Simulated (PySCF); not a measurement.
GaH⁻, doublet in aug-cc-pVDZ: errors against full CI

Geometry: a PBE0/def2-TZVPD stationary point for this spin.

```xyz
2

Ga    0.0000    0.0000    0.0000
H     0.0000    0.0000    1.7244
```

Basis aug-cc-pVDZ; PySCF 2.14.0. Only valence electrons are correlated (noble-gas cores and the filled d shells of p-block atoms frozen), which leaves 5 electrons in 31 orbitals. Prefix R: restricted or restricted open-shell reference; prefix U: unrestricted. No spin–orbit coupling is included, and no scalar relativity.

Full CI is exact within this basis and frozen core; it isn't the basis-set limit. The frozen core follows each run's orbitals, which can shift R against U totals by a few meV for light atoms and by up to 0.1 eV past Ca.

```
UHF ⟨S²⟩                          : 0.763
T1 diagnostic (ROHF- or RHF-based CCSD)             : 0.0286
largest doubles amplitude (ROHF- or RHF-based CCSD) : 0.067
```

```csv
level,E − E(full CI) (meV),share of correlation (%),wall time
RHF,2363,0.00,–
RMP2,654,72.32,–
RCCSD,81,96.57,–
RCCSD(T),22,99.08,0.77 s
RCCSDT,2,99.89,7.2 s
```

The correlation energy at full CI, counted from RHF, is -2.363 eV. Full CI, over all symmetries tried, took 100 s on 1 thread of INTEL XEON PLATINUM 8581C, shared host; the state has 522,431 determinants.

Run but not shown, since their state, orbitals or frozen core can't be matched to the reference's or they repeat it: UHF, UMP2, UCCSD, UCCSD(T).

Times are those of the correlated step on a shared host, with one SCF added for the restricted CCSD run; they ran on 1 thread of INTEL XEON PLATINUM 8581C.

The full-CI state has the irrep B2 of C2v, in the program's axes (one component, if the state is degenerate).

Natural occupations of full CI about the gap: 1.942 1.886 0.977 0.051 0.038 0.023 0.017 0.013 0.012 0.009; effectively unpaired electrons, Σ n²(2−n)², 1.08.
